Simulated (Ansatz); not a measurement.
# AlBH₅N (SMILES N[BH][AlH2]): functionals against CCSD(T) at one geometry

The task here is to estimate one member of a computed series from the others.

Computed with Ansatz 0.2.0, Gaussian basis. Level: single points in def2-TZVPP.

Cores are frozen in the correlated methods.

**The starting structure**

SMILES `N[BH][AlH2]`, 8 atoms, charge 0, spin multiplicity 1.

Atoms are counted from 1 here; the program's logs count them from 0.

Bond lengths: N1–B2 1.283 Å, N1–H4 1.019 Å, N1–H5 1.123 Å, B2–Al3 2.096 Å, B2–H6 1.048 Å, Al3–H7 1.710 Å, Al3–H8 1.457 Å. Angles: B2–N1–H4 119.0°, B2–N1–H5 131.7°, H4–N1–H5 109.3°, N1–B2–Al3 104.8°, N1–B2–H6 120.4°, Al3–B2–H6 130.7°, B2–Al3–H7 103.2°, B2–Al3–H8 139.6°, H7–Al3–H8 113.4°.

Geometry (Å):

```xyz
8
charge 0, multiplicity 1
N    -1.03820    0.62490   -0.31040
B     0.01380    0.89080    0.37430
Al    1.17600   -0.84960    0.26450
H    -1.15030   -0.31020   -0.70070
H    -1.92750    1.25140   -0.58730
H     0.28800    1.88500    0.56220
H     0.11080   -1.98500   -0.44260
H     2.31920   -1.46330    0.92660
```

Set-up of the first run:

run/in.yaml

```yaml
crystal:
  periodic: [false, false, false]
  atoms:
    - {symbol: N, position_ang: [-1.038200, 0.624900, -0.310400]}
    - {symbol: B, position_ang: [0.013800, 0.890800, 0.374300]}
    - {symbol: Al, position_ang: [1.176000, -0.849600, 0.264500]}
    - {symbol: H, position_ang: [-1.150300, -0.310200, -0.700700]}
    - {symbol: H, position_ang: [-1.927500, 1.251400, -0.587300]}
    - {symbol: H, position_ang: [0.288000, 1.885000, 0.562200]}
    - {symbol: H, position_ang: [0.110800, -1.985000, -0.442600]}
    - {symbol: H, position_ang: [2.319200, -1.463300, 0.926600]}
basis:
  gaussian: {orbitals: def2-TZVPP}
correlation: {method: ccsd_t}
output: {forces: true}
```

No record of the launch command was kept for these runs.

Among the steps run: CCSD(T)/def2-TZVPP; PBE0-D4/def2-TZVPP; wB97M-V/def2-TZVPP; r2SCAN-D4/def2-TZVPP; PBE-D4/def2-TZVPP; SPW92/def2-TZVPP; BLYP-D4/def2-TZVPP.

One table of the session follows, with a row left open; its other results are not shown here.

| method | RMS force component (eV/Å) | angle to CCSD(T) forces (°) | dipole (D) |
| --- | --- | --- | --- |
| CCSD(T) | 2.631 | reference | 1.94 |
| PBE0-D4 | 2.500 | 3.3 | 1.93 |
| wB97M-V | 2.525 | 2.0 | 1.93 |
| r2SCAN-D4 | 2.478 | 2.6 | 1.94 |
| PBE-D4 | 2.445 | 4.6 | 1.95 |
| SPW92 | 2.335 | 8.5 | 1.97 |
| BLYP-D4 | ? | ? | ? |

Q: Estimate the row for BLYP-D4 from the others.

**Answer.** RMS force component (eV/Å): 2.417; angle to CCSD(T) forces (°): 3.3; dipole (D): 1.90. In the column «RMS force component (eV/Å)» it lies between SPW92 (2.335) and PBE-D4 (2.445).
